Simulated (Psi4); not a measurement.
# U-wB97X-V/aug-cc-pVTZ run of OF (Oxygen monofluoride)

What is the vertical electron affinity of OF (Oxygen monofluoride) at U-wB97X-V/aug-cc-pVTZ? 

The calculation is run with Psi4 1.11.

**1. The structure to begin with**

OF: 2 atoms, total charge 0, spin state doublet. As SMILES, `[O]F`. Geometry: relaxed at PBE0-D4/def2-TZVP.

Bond lengths: O1–F2 1.330 Å.

**2. A single-point energy at U-wB97X-V/aug-cc-pVTZ**

Contents of fo_ase.py:

```python
import numpy as np
from ase.calculators.psi4 import Psi4
from ase import Atoms

a = Atoms(['O', 'F'], positions=[
    [0.000000, 0.000000, -0.015950],
    [0.000000, 0.000000, 1.314400],
])
calc = Psi4(atoms=a, method='wb97x-v', basis='aug-cc-pVTZ', memory='2200MB', num_threads=1, charge=0, multiplicity=2, label='calc', reference='uks')
calc.psi4.set_options({'puream': True, 'e_convergence': 1e-09, 'd_convergence': 1e-08, 'scf_type': 'pk', 'dft_radial_points': 99, 'dft_spherical_points': 590, 'maxiter': 100})
a.calc = calc

print(f'energy: {a.get_potential_energy():.6f} eV')
```

Launch:

```bash
$ python fo_ase.py
```

calc.dat:

```text
[...]
  Running in c1 symmetry.
[...]
  Nuclear repulsion =   28.639650594384939
[...]
  Multiplicity = 2
[...]
  Nalpha       = 9
  Nbeta        = 8
[...]
    Number of basis functions: 92
[...]
   @UKS iter   1:  -174.84778424220562   -4.84477e-01   3.29773e-03 DIIS/ADIIS
[...]
   @UKS iter  12:  -174.88633102927645   -5.45697e-11   9.46548e-09 DIIS
[...]
   @S^2 Observed:                7.533015109E-01
[...]
    Orbital Energies [Eh]
    ---------------------
    Alpha Occupied:
       1A    -24.873802     2A    -19.386190     3A     -1.474552
       4A     -1.087365     5A     -0.689754     6A     -0.688449
       7A     -0.656884     8A     -0.505064     9A     -0.454184
    Alpha Virtual:
      10A      0.065849    11A      0.121047    12A      0.151571
      13A      0.158151    14A      0.162764    15A      0.225957
      16A      0.230385    17A      0.233522    18A      0.388021
      19A      0.572995    20A      0.573005    21A      0.699497
      22A      0.709761    23A      0.710312    24A      0.797810
      25A      0.824415    26A      0.841298    27A      0.903812
[...]
  @UKS Final Energy:  -174.88633102927645
   => Energetics <=
    Nuclear Repulsion Energy =             28.6396505943849391
    One-Electron Energy =                -298.9845546062193762
    Two-Electron Energy =                 108.9656481514015951
    DFT Exchange-Correlation Energy =     -13.5794875488984115
    Empirical Dispersion Energy =           0.0000000000000000
    VV10 Nonlocal Energy =                  0.0724123800548381
    Total Energy =                       -174.8863310292764481
[...]
 Multipole Moments:
 ------------------------------------------------------------------------------------
     Multipole            Electronic (a.u.)      Nuclear  (a.u.)        Total (a.u.)
 ------------------------------------------------------------------------------------
 L = 1.  Multiply by 2.5417464519 to convert [e a0] to [Debye]
 Dipole X            :          0.0000000            0.0000000            0.0000000
 Dipole Y            :         -0.0000000            0.0000000           -0.0000000
 Dipole Z            :          0.6030331           -0.5771080            0.0259251
 Magnitude           :                                                    0.0259251
[...]
```

The script printed:

```text
energy: -4758.899464 eV
```

Wall time 35 s (1 thread of Intel Xeon at 2.50GHz (Skylake/Cascade Lake), shared host); peak memory 0.74 GiB.

**3. The singlet anion at the same level**

Contents of calc.dat:

```
memory 2200 MB

molecule molecule1 {
  -1 1
  O      0.000000     0.000000    -0.015950
  F      0.000000     0.000000     1.314400
  symmetry c1
  no_reorient
  no_com
}

set basis aug-cc-pVTZ
set puream true
set e_convergence 1e-09
set d_convergence 1e-08
set scf_type pk
set dft_radial_points 99
set dft_spherical_points 590

e_tot, wfn = energy("wb97x-v", return_wfn=True)
print_variables()
```

Launch:

```bash
$ psi4 -n 1 calc.dat calc.out
```

calc.out:

```text
[...]
  Running in c1 symmetry.
[...]
  Nuclear repulsion =   28.639650594384939
[...]
  Multiplicity = 1
[...]
  Nalpha       = 9
  Nbeta        = 9
[...]
    Number of basis functions: 92
[...]
   @RKS iter   1:  -174.81066077622884   -4.47353e-01   6.22619e-03 ADIIS/DIIS
[...]
   @RKS iter  11:  -174.94884802072380   -5.71276e-12   3.22626e-09 DIIS
[...]
    Orbital Energies [Eh]
    ---------------------
    Doubly Occupied:
       1A    -24.492656     2A    -18.919495     3A     -1.092442
       4A     -0.669747     5A     -0.304061     6A     -0.295463
       7A     -0.295463     8A     -0.051018     9A     -0.051018
[...]
  @RKS Final Energy:  -174.94884802072380
   => Energetics <=
    Nuclear Repulsion Energy =             28.6396505943849391
    One-Electron Energy =                -305.5842195790294795
    Two-Electron Energy =                 115.6747045327310701
    DFT Exchange-Correlation Energy =     -13.7544696542257352
    Empirical Dispersion Energy =           0.0000000000000000
    VV10 Nonlocal Energy =                  0.0754860854153931
    Total Energy =                       -174.9488480207238013
[...]
 Multipole Moments:
 ------------------------------------------------------------------------------------
     Multipole            Electronic (a.u.)      Nuclear  (a.u.)        Total (a.u.)
 ------------------------------------------------------------------------------------
 L = 1.  Multiply by 2.5417464519 to convert [e a0] to [Debye]
 Dipole X            :          0.0000000            0.0000000            0.0000000
 Dipole Y            :         -0.0000000            0.0000000           -0.0000000
 Dipole Z            :        -22.5816135           22.1135751           -0.4680383
 Magnitude           :                                                    0.4680383
[...]
```

Run time: 33 s. Hardware: 1 thread of Intel Xeon at 2.50GHz (Skylake/Cascade Lake), shared host; peak memory 0.72 GiB.

**4. Summary of results**

At U-wB97X-V/aug-cc-pVTZ:

```
                                                            quantity          value
                                            doublet OF: total energy  -174.88633 Eh
                                           doublet OF: dipole moment         0.07 D
                      doublet OF: HOMO energy (highest over α and β)      -11.77 eV
                       doublet OF: LUMO energy (lowest over α and β)       -2.27 eV
                                                    doublet OF: ⟨S²⟩          0.753
                                         singlet anion: total energy  -174.94885 Eh
                                          singlet anion: HOMO energy       -1.39 eV
                                          singlet anion: LUMO energy        7.51 eV
singlet anion: HOMO–LUMO gap (to an unbound level, set by the basis)        8.90 eV
                   vertical electron affinity (to the singlet anion)       1.701 eV
```

In words: At fixed nuclei the extra electron is bound by 1.70 eV (39 kcal/mol).
